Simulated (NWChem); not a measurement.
# CH2 in NWChem

```xyz
3

C      0.0000     0.0000     0.1799
H      0.8622     0.0000    -0.5398
H     -0.8622     0.0000    -0.5398
```
Charge 0, spin multiplicity 1.

Program: NWChem. The geometry was optimised at B3LYP/def2-SVP, a minimum by its harmonic frequencies.

Symmetry labels belong to the abelian group C2v used in the runs, with the axes of the coordinates shown.

B3LYP has NWChem's definition, with VWN1-RPA local correlation. The structure started from a generated list of species.

Question: List the lowest 4 singlet excitations that TD-B3LYP/def2-SVPD, VWN1-RPA local correlation gives, with oscillator strengths.

Answer: 
```tsv
state	symmetry	energy (eV)	wavelength (nm)	f
1	b2	1.49	833	0.003
2	a2	5.32	233	0.000
3	a1	6.73	184	0.121
4	b1	8.87	140	0.074
```
